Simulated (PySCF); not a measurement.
Zinc-blende BP: correlation energy from several methods in one and the same small orbital space (PySCF; 2 atoms at the zone centre, 8 electrons in 22 orbitals, empty ones MP2 natural orbitals of a TZ basis, lattice constant set to 4.538 Å). It tests the methods against each other and lies far from the crystal's limit.

| method | E_corr (eV per atom) | share of full CI (%) | error (meV) |
|---|---|---|---|
| MP2 | -1.8608 | 68.5 | 855 |
| CCSD | -2.6409 | 97.2 | 75 |
| CCSD(T) | -2.6911 | 99.1 | 25 |
| CCSDT | -2.7075 | 99.7 | 8 |
| CCSDT(Q) | -2.7124 | 99.9 | 3 |
| full CI | -2.7157 | 100.0 | 0 |

The Hartree–Fock determinant has a weight of 0.86 in the full CI state.

MP2, (T) and (Q) use filled levels shifted down by the Madelung term, which in so small a cell is a large part of the gap, so these rows hang on it.
